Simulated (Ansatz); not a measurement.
The same path of H + H6OSi2 (10 atoms, charge 0, multiplicity 2) was run 3 times with different band settings. Lost on the way: Si1–H2. Made: H2–H10.

Level of theory: UHF/6-31G* in Ansatz.

Relaxed end points:

```xyz
10
Properties=species:S:1:pos:R:3
Si 0.032 0.042 -0.263
H 0.458 0.531 1.061
H 1.228 -0.231 -1.081
H -0.775 1.085 -0.921
O -0.844 -1.319 -0.104
Si -1.779 -2.577 0.331
H -1.679 -2.808 1.785
H -3.186 -2.303 -0.012
H -1.339 -3.791 -0.378
H 0.322 0.535 4.856
```

```xyz
10
Properties=species:S:1:pos:R:3
Si 0.077 -0.049 -0.983
H 0.297 0.154 3.850
H 1.012 -0.341 -2.087
H -0.903 0.971 -1.416
O -0.690 -1.423 -0.548
Si -1.630 -2.438 0.315
H -1.196 -2.462 1.725
H -3.037 -2.000 0.260
H -1.523 -3.795 -0.246
H 0.031 0.547 4.405
```

Common settings: movable images 5; climbing image yes; spring 5.0 eV/Å²; force threshold 0.05 eV/Å; iteration limit 60; end points relaxed.

| run | optimiser | start path | largest step |
| --- | --- | --- | --- |
| 1 | quadratic models (default) | through a guess of the saddle point | default |
| 2 | fire | through a guess of the saddle point | 0.02 Å |
| 3 | quadratic models (default) | straight line | default |

**Question.** What does each run give, and how far can it be trusted?

**Answer.** Run 1: converged after 33 iterations, highest image 0.773 eV above the first end. A vibrational analysis at the climbing image gives one clearly imaginary mode, 1997i cm⁻¹, and a faint second one (33i cm⁻¹) that may be numerical noise or a soft torsion: probably a first-order saddle point.
Run 2: converged after 51 iterations, highest image 0.813 eV above the first end. The order of the point at the top wasn't checked.
Run 3: converged after 47 iterations, highest image 0.771 eV above the first end. Another band between the same ends (5 images) ends at a top of the same energy, where a vibrational analysis finds 1 clearly imaginary mode.
